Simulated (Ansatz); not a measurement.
Reaction (SMILES): S (H2S) → H2S+ (doublet, bonded as S) + e-
B3LYP-D3(BJ)/def2-TZVP geometries, fixed; electronic energies without zero-point terms.

Energies in hartree at MP2 with Ansatz (an electronic-structure program); the adiabatic ionisation energy is their sum with the coefficients shown, times 27.2114 eV a hartree. All functions are spherical. Cores are frozen. Open shells are unrestricted. No added dispersion term, no relativity.

| species | coefficient | part | cc-pV(D+d)Z | cc-pV(T+d)Z | cc-pV(Q+d)Z |
|---|---|---|---|---|---|
| S (H2S) | -1 | Hartree-Fock | -398.69871 | -398.71493 | -398.71899 |
| S (H2S) | -1 | correlation | -0.14593 | -0.19080 | -0.20675 |
| H2S+ (doublet, bonded as S) | +1 | Hartree-Fock | -398.36061 | -398.37672 | -398.38059 |
| H2S+ (doublet, bonded as S) | +1 | correlation | -0.11680 | -0.14972 | -0.16174 |

Task: Predict the adiabatic ionisation energy in cc-pV(5+d)Z (X = 5): let each Hartree-Fock step shrink by the ratio of the last two, and fit each correlation energy at X = 3 and 4 to E + A/X^3. Compare with the run.

Result: 
- S (H2S): steps -0.01622 and -0.00406, ratio 0.250, so Hartree-Fock -398.72001 (run: -398.71979); A = (-0.19080 - (-0.20675))/(1/27 - 1/64) = 0.7449, correlation -0.20675 - A/64 + A/125 = -0.21243 (run: -0.21334).
- H2S+ (doublet, bonded as S): steps -0.01611 and -0.00387, ratio 0.240, so Hartree-Fock -398.38152 (run: -398.38136); A = (-0.14972 - (-0.16174))/(1/27 - 1/64) = 0.5614, correlation -0.16174 - A/64 + A/125 = -0.16602 (run: -0.16677).
Predicted 10.474 eV; the run in cc-pV(5+d)Z gives 10.476, a miss of -0.003. Keeping the value in cc-pV(Q+d)Z, 10.433, would miss by -0.043. All sums are of the energies as printed.
